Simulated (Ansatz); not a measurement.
Coupled-cluster run, C₂H₅Si, SMILES `[CH]=C[SiH3]` radical.

```yaml
crystal:
  periodic: [false, false, false]
  atoms:
    - {symbol: C, position_ang: [-1.220677, 0.231708, -1.171380]}
    - {symbol: C, position_ang: [-0.100542, 0.518421, -0.572082]}
    - {symbol: Si, position_ang: [0.551702, -0.497669, 0.854169]}
    - {symbol: H, position_ang: [-1.837933, 0.600214, -1.979882]}
    - {symbol: H, position_ang: [0.488599, 1.382819, -0.904110]}
    - {symbol: H, position_ang: [0.703571, 0.361691, 2.059083]}
    - {symbol: H, position_ang: [1.892549, -1.044645, 0.513129]}
    - {symbol: H, position_ang: [-0.385168, -1.609639, 1.145372]}
basis:
  gaussian: {orbitals: cc-pV(D+d)Z}
magnetization: {spin_polarized: true, initial_magnetization: 1}
correlation: {method: ccsd_t}
scf: {omitted_lower_state_checks: [cluster_reference]}
```

```sh
$ ansatz run in.yaml --threads 2 --pin off --events-out ev --progress --plain --max-ram 22528MiB --backend cpu
```

Log, shortened:

```
Functional definition: HF
734 factors; integrals over basis functions are off by at most 9.4e-4 eV
mean field evaluation 1: about -9997.9229 eV, gradient 1.5e1 eV
mean field evaluation 2: about -9998.0204 eV, gradient 1.5e1 eV
mean field evaluation 4: about -10000.0570 eV, gradient 2.4e0 eV
mean field evaluation 8: about -10000.1714 eV, gradient 6.0e-1 eV
mean field evaluation 16: about -10000.2377 eV, gradient 3.0e-6 eV
mean field -10000.23765251 eV, -367.5019553252 hartree, gradient 2.4e-6 eV, S^2 0.924722; 0 other end points of the search recorded, 0 dependent functions left out
7 core orbitals not correlated: weight in the atoms' cores, before any rotation towards them, 1.000 or more for the frozen orbitals, at most 0.000 for the correlated occupied ones
reference -10000.23765251 eV, -367.5019553252 hartree; 9, 8 occupied and 60, 61 virtual orbitals, 734 factors
second order -8.98130860 eV of doubles, -0.00000000 eV of singles
cycle   1  -9.90206528 eV  change   -9.2e-1 eV  update   9.1e-2
cycle   2  -10.36014017 eV  change   -4.6e-1 eV  update   4.2e-2
cycle   3  -10.46492237 eV  change   -1.0e-1 eV  update   2.6e-2
cycle   4  -10.49214870 eV  change   -2.7e-2 eV  update   1.5e-2
cycle   5  -10.49527836 eV  change   -3.1e-3 eV  update   4.9e-3
cycle   6  -10.49796102 eV  change   -2.7e-3 eV  update   1.9e-3
cycle   7  -10.49905290 eV  change   -1.1e-3 eV  update   8.1e-4
cycle   8  -10.49898162 eV  change    7.1e-5 eV  update   3.9e-4
cycle   9  -10.49909838 eV  change   -1.2e-4 eV  update   1.9e-4
cycle  10  -10.49920192 eV  change   -1.0e-4 eV  update   6.1e-5
cycle  11  -10.49921130 eV  change   -9.4e-6 eV  update   2.0e-5
perturbative correction -0.34132436 eV, -0.0125434390 hartree
Total energy: -10011.07818818 eV, -367.9003376629 hartree
Checks for a lower state left out: cluster_reference
```

Run time 3.6 s (2 threads of an AMD EPYC 7R13 on a shared host); peak host memory 0.42 GiB.

Correlation energy per correlated electron: -0.638 eV. T1 diagnostic: 0.0336.
